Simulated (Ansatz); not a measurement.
System: rock-salt SnTe (cubic form, which distorts at low temperature). Method: r²SCAN0 (Ansatz, a quantum-chemistry and plane-wave program, PAW).

Numerical settings: plane-wave cutoff 520 eV, 8×8×8 k mesh, Fermi–Dirac smearing 0.01 eV, scalar-relativistic PAW data made under PBE.

The cell has the measured lattice: a = 6.316 Å, b = 6.316 Å, c = 6.316 Å, α = 90.00°, β = 90.00°, γ = 90.00°.

### Question
Give the computed band gap and Γ–Γ gap.

### Answer

band gap: 0.72 eV (on the SCF k mesh)
Γ–Γ gap: 7.37 eV

Measured, for comparison: band gap 0.3 eV (4 K, zero-point motion not removed, bulk gap, ARPES or transport; rounded; as tabulated in Ando (2013), arXiv:1304.5693).

Note: symmetry holds this phase in the static calculation, where it need not be a minimum; cell and atoms aren't relaxed at this level (pressure 0.9 GPa).

Spin–orbit coupling is not included; with these elements it can move the gap by several tenths of an eV or more.

Computing time: around 4 core-minutes (rough).
